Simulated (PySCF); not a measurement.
**Frontier orbitals and the lowest excitations**

Ethene, C2H4.
Z-matrix (Å and degrees, GFN2-xTB geometry), rows numbered from 1:
```
C 
C   1  1.3165
H   1  1.0779  2  121.96
H   1  1.0779  2  122.03  3  -179.97
H   2  1.0778  1  121.97  3    -0.00
H   2  1.0778  1  122.02  3  -180.00
```

Method: TDDFT CAM-B3LYP/def2-SVPD, vertical, gas phase, core orbitals frozen in the response in PySCF.

Kohn–Sham orbitals with the atoms that hold most of them (Löwdin shares over 4%, at most four atoms; ? is withheld):

| orbital | ε (eV) | atoms |
| --- | --- | --- |
| LUMO+2 | 2.29 | C2 19%, C1 19%, H4 16%, H6 16% |
| LUMO+1 | 1.77 | C1 32%, C2 32%, H3 9%, H5 9% |
| LUMO | 1.30 | ? |
| HOMO | -9.33 | C2 42%, C1 42%, H5 4%, H6 4% |
| HOMO-1 | -11.43 | ? |
| HOMO-2 | -13.49 | C1 37%, C2 37%, H5 7%, H3 7% |
| HOMO-3 | -14.80 | C2 30%, C1 30%, H6 10%, H4 10% |

Problem. Give the leading atoms of the HOMO-1.

Solution. C1 (bonded to C and 2 H) 28%; C2 (bonded to C and 2 H) 28%; H3 (bonded to C) 11%; H5 (bonded to C) 11%. By element: carbon 55%, hydrogen 22% or more.

Problem. Give the leading atoms of the LUMO.

Solution. C1 (bonded to C and 2 H) 37%; C2 (bonded to C and 2 H) 37%; H4 (bonded to C) 6%; H6 (bonded to C) 6%. By element: carbon 75%, hydrogen 13% or more.

Problem. The HOMO–LUMO gap is 10.63 eV. Where does the response calculation put the lowest singlet, and from which orbitals?

Solution. S1 is at 7.72 eV (f = 0.072), 2.91 eV below the gap, made of HOMO→LUMO+1 (98%). Its leading pair isn't HOMO and LUMO; the energies of that pair differ by 11.10 eV. 

Problem. One configuration dominates each of S1, S2, S3, S6 and S7. Which, and how do the shares of the two leading atoms of either orbital change from the occupied to the empty one?

Solution. 
- S1 (7.72 eV, f 0.072), HOMO→LUMO+1 (98%): C2 42% → 32%, C1 42% → 32%
- S2 (7.91 eV, f 0.374), HOMO→LUMO (97%): C2 42% → 37%, C1 42% → 37%
- S3 (8.18 eV, f 0.0000), HOMO-1→LUMO (98%): C1 28% → 37%, C2 28% → 37%
- S6 (9.82 eV, f 0.0000), HOMO-2→LUMO (98%): C1 37% → 37%, C2 37% → 37%
- S7 (9.84 eV, f 0.0000), HOMO-1→LUMO+1 (98%): C1 28% → 32%, C2 28% → 32%

Löwdin shares depend on the basis, the more so with diffuse functions.
